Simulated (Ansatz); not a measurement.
# SiPH3 (triplet): from Hartree-Fock to the top rungs at a displaced geometry (v2), cc-pVDZ

An exercise on one series of results from a longer session: the logs are not shown, and one member is left open.

The runs use Ansatz 0.2.0, Gaussian basis; cc-pVDZ, core rule «outside noble gas», up to 10 orbitals frozen.

The runs, in order: UHF; CCSD(T) on ROHF; CCSD(T) on UHF; BCCD(T) on ROHF; CISD as a restricted active space (open shells left free, so some higher excitations enter); CCSDT(Q) on ROHF; CCSDT(Q) on UHF.

17 further runs of the same task are left out: 8 that didn't finish, 9 set aside as unsound or not needed. Runs told in other sessions of the task aren't counted.

### What is computed

The geometry is a PBE0/def2-TZVP stationary point (not a proven minimum) with its atoms shifted at random (size 0.100 Å).

5 atoms, charge 0, spin multiplicity 3.

Atoms are counted from 1 here; the program's logs count them from 0.

Bond lengths: Si1–P2 2.223 Å, Si1–H3 1.478 Å, Si1–H4 1.437 Å, P2–H5 1.394 Å. Angles: P2–Si1–H3 112.7°, P2–Si1–H4 113.7°, H3–Si1–H4 108.1°, Si1–P2–H5 103.7°.

Geometry (Å):

```xyz
5
H3PSi
Si   -0.0297   -0.0009    1.1316
P     0.0313    0.0075   -1.0907
H     0.5459   -1.2314    1.7135
H     0.6290    1.1262    1.7317
H    -1.3092   -0.0993   -1.4581
```

Set-up of the first run:

in.yaml

```yaml
crystal:
  periodic: [false, false, false]
  atoms:
    - {symbol: Si, position_ang: [-0.029663, -0.000901, 1.131551]}
    - {symbol: P, position_ang: [0.031268, 0.007473, -1.090698]}
    - {symbol: H, position_ang: [0.545902, -1.231365, 1.713454]}
    - {symbol: H, position_ang: [0.629025, 1.126186, 1.731669]}
    - {symbol: H, position_ang: [-1.309248, -0.099346, -1.458056]}
basis:
  gaussian: {orbitals: cc-pVDZ}
magnetization: {spin_polarized: true, initial_magnetization: 2}
hamiltonian: {xc: hf}
output: {orbitals: {seedname: orbitals}}
```

On the command line:

```console
> ansatz run in.yaml --threads 1 --pin off --events-out ev --progress --plain --max-ram 2393MiB
```

Among the steps run: UHF; CCSD(T) on ROHF; CCSD(T) on UHF; BCCD(T) on ROHF; CISD as a restricted active space (open shells left free, so some higher excitations enter); CCSDT(Q) on ROHF; CCSDT(Q) on UHF.

One table of the session follows, with a row left open; its other results are not shown here.

It belongs to the step «Misses and costs». 

```
   method  from UCCSDT(Q) (kJ/mol)
     ROHF                   +627.3
      UHF                   +612.7
     RMP2                   +128.3
     UMP2                        ?
     CISD                    +72.0
    RCCSD                    +20.9
    UCCSD                    +20.5
 RCCSD(T)                     +4.2
 UCCSD(T)                     +4.2
  BCCD(T)                     +4.1
   RCCSDT                     +0.9
   UCCSDT                     +0.9
RCCSDT(Q)                     +0.1
UCCSDT(Q)                        0
```

Estimate the missing values for UMP2.

As computed: from UCCSDT(Q) (kJ/mol): +129.6. In the column «from UCCSDT(Q) (kJ/mol)» it lies between RMP2 (+128.3) and UHF (+612.7).

To keep in mind: Restricted and unrestricted rows rest on different reference determinants; a gap between their highest levels can come from leftover correlation error, from unlike frozen cores or from another state.
